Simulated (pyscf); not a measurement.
PySCF, gas phase, ωB97X-D3(BJ)/def2-SVPD geometries. Correlated levels are frozen-core, on RHF or UHF. ΔMP2 is the change of the MP2 total energy from the triple- to the quadruple-zeta basis.

Task: H₃C–Cl (SMILES CCl) + I⁻ (SMILES [I-]) → Cl⁻ (SMILES [Cl-]) + H₃C–I (SMILES CI)
Surface: singlet. Broken: C–Cl. Formed: C–I. Give ΔE‡ and ΔE from CCSD(T)/def2-TZVPPD, relative to the separated reactants.

Result: ΔE‡ = 8.7 kcal/mol, ΔE = +12.7 kcal/mol. CCSD(T)/def2-TZVPPD + ΔMP2(QZVPPD) gives 9.0 kcal/mol and +13.0 kcal/mol. Zero-point energy shifts the barrier by -0.7 kcal/mol. It is a substitution at C, with an imaginary mode of 422i cm⁻¹. On the reactant side the descent ends in a bound adduct, 8.2 kcal/mol under the separated species and 19.1 kcal/mol under the saddle at ωB97X-D3(BJ)/def2-TZVPD. On the product side the descent ends in a bound adduct, 10.5 kcal/mol under the separated species and 8.2 kcal/mol under the saddle at ωB97X-D3(BJ)/def2-TZVPD. At CCSD(T) the saddle lies under the separated products, which points to a path from their complex (located at ωB97X-D3(BJ) alone), and parting the products costs more than the saddle. At ωB97X-D3(BJ) the barrier from the zero used here is 11.0 kcal/mol. One saddle was located; it need not be the lowest between these sides. The angle at the attacked C is 180°. The CCSD(T) − MP2 part came from Ansatz, without density fitting, on the same reference. The frozen core leaves the outer d or s,p core shells of the metals and heavy elements correlated in the MP2 and CC values, and def2-TZVPP describes them poorly, which can shift differences by a few kcal/mol. Elements past Kr carry the def2 core potentials, without spin-orbit coupling.
